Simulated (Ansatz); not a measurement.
## Worked example: correlation energy of HOP, triplet

Geometry: a PBE0/def2-TZVP stationary point for this spin, not checked as a minimum.

```yaml
atoms:
  - { symbol: O, position_ang: [0.0000, -0.1018, 1.0417] }
  - { symbol: P, position_ang: [0.0000, 0.0286, -0.5874] }
  - { symbol: H, position_ang: [0.0000, 0.7367, 1.5146] }
```

Basis cc-pVDZ; Ansatz 0.2.0. Correlated methods freeze the noble-gas cores, which leaves 12 electrons in 31 orbitals. R marks a restricted (for open shells ROHF) determinant, U an unrestricted one.

Full CI isn't at hand for all of this; UCCSDTQ serves as the reference, and is uncertain by the last step of the cluster series or more.

UCCSD has a T1 diagnostic of 0.020 and a largest doubles amplitude of 0.04.

Runs differ by some tens of microhartree through their thresholds and, for an open shell, their frozen cores, so steps under 0.03 kcal/mol mean nothing.

```
    level  total energy (hartree)
      UHF             -416.163832
     UMP2             -416.428900
    UCCSD             -416.449546
 UCCSD(T)             -416.456183
   UCCSDT             -416.456757
UCCSDT(Q)             -416.457536
  UCCSDTQ             -416.457460
```

**Question.** What is the correlation energy at UCCSDTQ, and what share of it do UMP2 and UCCSD recover?

**Answer.** E(corr) = -416.457460 − (-416.163832) = -0.293628 hartree = -7.990 eV. UMP2: -0.265068 / -0.293628 = 90.27 %. UCCSD: -0.285714 / -0.293628 = 97.30 %.

**Question.** By how many kcal/mol does UCCSD(T) miss UCCSDTQ (1 hartree = 627.509 kcal/mol), and which steps make up the rest?

**Answer.** -416.456183 − (-416.457460) = 0.001277 hartree = 0.80 kcal/mol. Steps: UCCSDT − UCCSD(T) = -0.36, UCCSDT(Q) − UCCSDT = -0.49, UCCSDTQ − UCCSDT(Q) = 0.05 kcal/mol. Differences between like states or geometries often cancel part of this.
